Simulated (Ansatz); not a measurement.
**CHSi (doublet): from Hartree-Fock to the top rungs at distance Si1–C2 = 2.320 Å, 6-31G**

How much of the correlation energy of CHSi (doublet) does each wave-function method recover here?

The runs use Ansatz 0.2.0, Gaussian basis; 6-31G, core rule «outside noble gas», up to 6 orbitals frozen.

The runs, in order: UHF; CCSD(T) on ROHF; CCSD(T) on UHF; BCCD(T) on ROHF; CISD; CCSDT(Q) on ROHF; CCSDT(Q) on UHF; CCSDTQ on ROHF; CASSCF and MRCISD+Q, 3 electrons in 3 orbitals; CASSCF and NEVPT2, 3 electrons in 3 orbitals; CASSCF and MRCISD+Q, 9 electrons in 9 orbitals; CASSCF and NEVPT2, 9 electrons in 9 orbitals; Full CI.

24 further runs of the same task are left out: 1 for a mislabelled method, 5 for a known fault of the program, 16 that didn't finish, 2 set aside as unsound or not needed.

**1. What is computed**

The geometry derives from a PBE0/def2-TZVP stationary point (not a proven minimum). One bond is set to the value named and the two fragments are kept rigid.

3 atoms, charge 0, spin multiplicity 2.

Atoms are counted from 1 here; the program's logs count them from 0.

Bond lengths: C2–H3 1.079 Å.

As a file:

```xyz
3

Si    0.0000    0.0000   -1.9065
C     0.0000    0.0000    0.4135
H     0.0000    0.0000    1.4929
```

**2. UHF**

in.yaml reads:

```yaml
crystal:
  periodic: [false, false, false]
  atoms:
    - {symbol: Si, position_ang: [0.000000, 0.000000, -1.906474]}
    - {symbol: C, position_ang: [0.000000, 0.000000, 0.413526]}
    - {symbol: H, position_ang: [0.000000, 0.000000, 1.492949]}
basis:
  gaussian: {orbitals: 6-31G}
magnetization: {spin_polarized: true, initial_magnetization: 1}
hamiltonian: {xc: hf}
output: {orbitals: {seedname: orbitals}}
```

Started as:

```bash
> ansatz run in.yaml --threads 1 --pin off --events-out ev --progress --plain --max-ram 2393MiB
```

After this run come: CCSD(T) on ROHF; CCSD(T) on UHF; BCCD(T) on ROHF; CISD; CCSDT(Q) on ROHF; CCSDT(Q) on UHF; CCSDTQ on ROHF; CASSCF and MRCISD+Q, 3 electrons in 3 orbitals; CASSCF and NEVPT2, 3 electrons in 3 orbitals; CASSCF and MRCISD+Q, 9 electrons in 9 orbitals; CASSCF and NEVPT2, 9 electrons in 9 orbitals; Full CI.

Before running them: what should the planned runs give, taken together? Wanted: FCI below the RHF energy; RMP2 from FCI; UMP2 from FCI; RCCSD from FCI; RCCSD(T) from FCI; UCCSD(T) from FCI; RCCSDT(Q) from FCI; UCCSDT(Q) from FCI; NEVPT2 pair from FCI.

**Answer**, as computed:

| quantity | value |
| --- | --- |
| FCI below the RHF energy | -5.1149 eV |
| RMP2 from FCI | +1849.9 meV |
| UMP2 from FCI | +1239.2 meV |
| RCCSD from FCI | +335.4 meV |
| RCCSD(T) from FCI | -6.7 meV |
| UCCSD(T) from FCI | +142.1 meV |
| RCCSDT(Q) from FCI | -6.5 meV |
| UCCSDT(Q) from FCI | +3.2 meV |
| NEVPT2 pair from FCI | +1022.8 meV |
| MRCISD+Q pair from FCI | +87.0 meV |
| NEVPT2 valence from FCI | +323.7 meV |
| levels within 1 kcal/mol (43 meV) | RCCSD(T), UCCSDT, RCCSDT(Q), UCCSDT(Q), RCCSDTQ, MRCISD+Q valence |
| T1 diagnostic | 0.141 |
| effectively unpaired electrons | 1.79 |

**Reading.** RCCSD(T) lands -6.7 meV from the yardstick (0.1 % of the correlation energy). CCSD(T) misses by -6.7 meV on the restricted determinant and by +142.1 meV on the unrestricted one; the two need not hold the same state or core. RCCSD(T), RCCSDT(Q) fall below full CI, which methods that aren't variational can do. The occupations show some static correlation. Of the multireference levels listed MRCISD+Q valence comes nearest in total energy (+16.3 meV), which doesn't show that its space is the better one. These misses are within one basis, not against nature; the frozen cores of restricted and unrestricted runs differ, which can shift their rows.
